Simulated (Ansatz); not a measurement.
# BNH (quartet): wave-function methods side by side at scale of all distances = 1.000, 6-31G

Aim: climb from Hartree-Fock through coupled cluster and multireference methods for BNH (quartet) at one geometry and basis, and see what each rung misses.

The runs use Ansatz 0.2.0, Gaussian basis; 6-31G, core rule «outside noble gas», up to 2 orbitals frozen.

To be run: UHF; CCSD(T) on ROHF; CCSD(T) on UHF; BCCD(T) on ROHF; CISD as a restricted active space (open shells left free, so some higher excitations enter); CCSDT(Q) on ROHF; CCSDT(Q) on UHF; CCSDTQ on ROHF; CASSCF and MRCISD+Q, 5 electrons in 5 orbitals; CASSCF and NEVPT2, 5 electrons in 5 orbitals; CASSCF and MRCISD+Q, 9 electrons in 9 orbitals; CASSCF and NEVPT4(SD), 9 electrons in 9 orbitals; CASSCF and NEVPT2, 9 electrons in 9 orbitals; Full CI.

16 further runs of the same task are left out: 8 that didn't finish, 8 set aside as unsound or not needed. Runs told in other sessions of the task aren't counted.

**1. The geometry**

The geometry derives from a PBE0/def2-TZVP stationary point (not a proven minimum). All distances are scaled together.

3 atoms, charge 0, spin multiplicity 4.

Atoms are counted from 1 here; the program's logs count them from 0.

Bond lengths: B1–N2 1.503 Å, B1–H3 1.206 Å. Angles: N2–B1–H3 117.0°.

**2. UHF**

Contents of in.yaml:

```yaml
crystal:
  periodic: [false, false, false]
  atoms:
    - {symbol: B, position_ang: [0.000000, -0.185227, 0.772970]}
    - {symbol: N, position_ang: [0.000000, 0.087426, -0.705019]}
    - {symbol: H, position_ang: [0.000000, 0.771807, 1.506451]}
basis:
  gaussian: {orbitals: 6-31G}
magnetization: {spin_polarized: true, initial_magnetization: 3}
hamiltonian: {xc: hf}
output: {orbitals: {seedname: orbitals}}
```

Started as:

```console
> ansatz run in.yaml --threads 1 --pin off --events-out ev --progress --plain --max-ram 2393MiB
```

After this run come: CCSD(T) on ROHF; CCSD(T) on UHF; BCCD(T) on ROHF; CISD as a restricted active space (open shells left free, so some higher excitations enter); CCSDT(Q) on ROHF; CCSDT(Q) on UHF; CCSDTQ on ROHF; CASSCF and MRCISD+Q, 5 electrons in 5 orbitals; CASSCF and NEVPT2, 5 electrons in 5 orbitals; CASSCF and MRCISD+Q, 9 electrons in 9 orbitals; CASSCF and NEVPT4(SD), 9 electrons in 9 orbitals; CASSCF and NEVPT2, 9 electrons in 9 orbitals; Full CI.

Q: Predict the results of all the runs planned. Wanted: FCI from the RHF energy; RMP2 from FCI; UMP2 from FCI; RCCSD from FCI; RCCSD(T) from FCI; UCCSD(T) from FCI; RCCSDT(Q) from FCI; UCCSDT(Q) from FCI; MRCISD+Q pair from FCI.

**Answer**, as computed:

| quantity | value |
| --- | --- |
| FCI from the ROHF energy | -3.0697 eV |
| RMP2 from FCI | +686.8 meV |
| UMP2 from FCI | +671.2 meV |
| RCCSD from FCI | +75.4 meV |
| RCCSD(T) from FCI | +21.0 meV |
| UCCSD(T) from FCI | +20.3 meV |
| RCCSDT(Q) from FCI | +0.5 meV |
| UCCSDT(Q) from FCI | -0.8 meV |
| MRCISD+Q pair from FCI | +25.7 meV |
| NEVPT2 valence from FCI | +379.4 meV |
| NEVPT4(SD) valence from FCI | +56.2 meV |
| levels within 1 kcal/mol (43 meV) | RCCSD(T), UCCSD(T), BCCD(T), RCCSDT, UCCSDT, RCCSDT(Q), UCCSDT(Q), RCCSDTQ, MRCISD+Q pair, MRCISD+Q valence |
| T1 diagnostic | 0.024 |
| effectively unpaired electrons | 3.02 |

RCCSD(T) misses by +21.0 meV, 0.7 % of the correlation energy. One determinant dominates. Of the multireference levels listed MRCISD+Q valence comes nearest in total energy (+16.2 meV), which doesn't show that its space is the better one. These misses are within one basis, not against nature; the frozen cores of restricted and unrestricted runs differ, which can shift their rows.

Levels on UHF freeze UHF's core orbitals, full CI those of ROHF, so the U rows can settle a little off it for that reason alone.

With open shells the CI space here admits some higher excitations, so it is larger than plain CISD.
